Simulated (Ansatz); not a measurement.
in.yaml

```yaml
crystal:
  periodic: [false, false, false]
  atoms:
    - {symbol: B, position_ang: [0.000000, 0.000000, 0.675628]}
    - {symbol: B, position_ang: [0.000000, 0.000000, -0.909454]}
    - {symbol: H, position_ang: [0.000000, 1.047868, 1.253990]}
    - {symbol: H, position_ang: [0.000000, -1.047868, 1.253990]}
basis:
  gaussian: {orbitals: cc-pVTZ}
magnetization: {spin_polarized: false, initial_magnetization: 4}
correlation: {method: ccsd_t, electrons: outside_noble_gas}
output: {forces: true}
```

```sh
$ ansatz run in.yaml --threads 2 --pin off --events-out ev --progress --plain --max-ram 24576MiB --backend cuda --devices 0, --max-vram 18GiB
```

The program prints:

```
506 factors; integrals over basis functions are off by at most 9.9e-4 eV
mean field evaluation 1: about -1363.8510 eV, gradient 1.3e1 eV
mean field evaluation 2: about -1363.8545 eV, gradient 1.3e1 eV
mean field evaluation 4: about -1365.6387 eV, gradient 2.2e0 eV
mean field evaluation 8: about -1365.7393 eV, gradient 1.1e-3 eV
mean field evaluation 16: about -1365.7393 eV, gradient 6.2e-4 eV
mean field evaluation 32: about -1367.3090 eV, gradient 1.1e-1 eV
mean field evaluation 64: about -1365.7392 eV, gradient 1.0e-1 eV
mean field evaluation 96: about -1360.3397 eV, gradient 5.5e0 eV
mean field evaluation 128: about -1367.3092 eV, gradient 1.3e-3 eV
mean field evaluation 160: about -1367.3070 eV, gradient 2.5e-1 eV
mean field evaluation 192: about -1364.5818 eV, gradient 6.1e-2 eV
mean field -1367.30917006 eV, -50.2476852043 hartree, gradient 2.0e-6 eV, S^2 6.000000; 7 other end points of the search recorded, 0 dependent functions left out
determinant -1367.30917006 eV, -50.2476852043 hartree, with singles and doubles -1371.42901467 eV, -50.3990867012 hartree
determinant -1365.73929703 eV, -50.1899934346 hartree, with singles and doubles -1370.57434961 eV, -50.3676783395 hartree
determinant -1364.58864792 eV, -50.1477078595 hartree, with singles and doubles -1368.96146176 eV, -50.3084058042 hartree
determinant -1363.99599969 eV, -50.1259284388 hartree, with singles and doubles -1368.75990657 eV, -50.3009987877 hartree
2 core orbitals not correlated: weight in the atoms' cores, before any rotation towards them, 1.000 or more for the frozen orbitals, at most 0.000 for the correlated occupied ones
reference -1367.30917006 eV, -50.2476852043 hartree; 6, 2 occupied and 80, 84 virtual orbitals, 506 factors
second order -3.27657572 eV of doubles, -0.03576583 eV of singles
cycle   1  -4.04231755 eV  change   -3.8e-1 eV  update   2.1e-2
cycle   2  -4.05791429 eV  change   -1.6e-2 eV  update   8.1e-3
cycle   3  -4.06765076 eV  change   -9.7e-3 eV  update   4.3e-3
cycle   4  -4.07350324 eV  change   -5.9e-3 eV  update   2.2e-3
cycle   5  -4.07577245 eV  change   -2.3e-3 eV  update   9.1e-4
cycle   6  -4.07632038 eV  change   -5.5e-4 eV  update   3.0e-4
cycle   7  -4.07643716 eV  change   -1.2e-4 eV  update   1.0e-4
cycle   8  -4.07645367 eV  change   -1.7e-5 eV  update   3.7e-5
cycle   9  -4.07644604 eV  change    7.6e-6 eV  update   1.1e-5
cycle  10  -4.07644555 eV  change    4.9e-7 eV  update   3.5e-6
cycle  11  -4.07644478 eV  change    7.7e-7 eV  update   1.3e-6
perturbative correction -0.13545741 eV, -0.0049779680 hartree
the calculation of the forces begins
Total energy: -1371.52107225 eV, -50.4024697550 hartree
Atom 0 at     0.000000     0.000000     0.675628 Å, force    -0.000000    -0.000000     3.476307 eV/Å
Atom 1 at     0.000000     0.000000    -0.909454 Å, force    -0.000000     0.000000    -2.267202 eV/Å
Atom 2 at     0.000000     1.047868     1.253990 Å, force     0.000000     0.749181    -0.604552 eV/Å
Atom 3 at     0.000000    -1.047868     1.253990 Å, force     0.000000    -0.749181    -0.604552 eV/Å
Dipole moment:    -0.000000     0.000000     0.283364 e Å
```

Forces (eV/Å):
```
B    0.000  0.000  3.476
B    0.000  0.000 -2.267
H    0.000  0.749 -0.605
H    0.000 -0.749 -0.605
```

For the same geometry and basis UCCSDT(Q) lies 39.3 meV lower.

Ran on 2 threads of AMD EPYC 7R13 with a shared H100 80 GB, shared host: 26 s wall, 0.92 GiB peak host memory.
